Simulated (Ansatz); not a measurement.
# H3O: the cost of one run

Program: Ansatz 0.2.0. Level of theory: the levels named in each step. These are calculated values, not measurements.

## 1. Starting point

Bond lengths: O1–H3 0.959 Å, O1–H4 1.008 Å. Angles: H3–O1–H4 101.8°.

Coordinates:

```xyz
4

O     0.0382   -0.1729    0.0681
H    -1.0305    2.0530   -0.6326
H     0.9039    0.0314   -0.2911
H    -0.4805    0.6608   -0.1580
```

## 2. A rough first relaxation, PBE-D4/def2-SVPD

This run stands in another session on the same molecule. It ended at:

```xyz
4

O     0.0576   -0.2256    0.0849
H    -0.9878    1.8231   -0.5385
H     0.9542   -0.0612   -0.2630
H    -0.5928    1.0360   -0.2970
```

## 3. Relaxation, PBE0-D4/def2-TZVPPD

This run stands in another session on the same molecule. It ended at:

```xyz
4

O     0.0075   -0.1442    0.0627
H    -0.9882    1.9447   -0.5942
H     0.8869    0.0235   -0.2814
H    -0.4751    0.7482   -0.2006
```

## 4. Frequencies, PBE0-D4/def2-TZVPPD

input.yaml

```yaml
crystal:
  periodic: [false, false, false]
  atoms:
    - { symbol: O, position_ang: [0.0075038, -0.14422525, 0.06272556] }
    - { symbol: H, position_ang: [-0.98817065, 1.94472723, -0.59424023] }
    - { symbol: H, position_ang: [0.88687265, 0.02348982, -0.28144771] }
    - { symbol: H, position_ang: [-0.47506579, 0.74821821, -0.20056763] }
total_charge: -1
basis:
  gaussian: { orbitals: def2-TZVPPD.json }
hamiltonian:
  xc: pbe0
  dispersion: d4
phonons: {}
```

On the command line:

```bash
> ansatz run input.yaml --threads 2 --pin off --max-ram 5120MiB --backend cpu --events-out ev --progress --plain --runs-dir out
```

What time and memory should one allow on 2 threads of Intel Xeon at 2.50GHz (Skylake/Cascade Lake), shared host?

About 27 s, with a peak of 0.13 GiB.
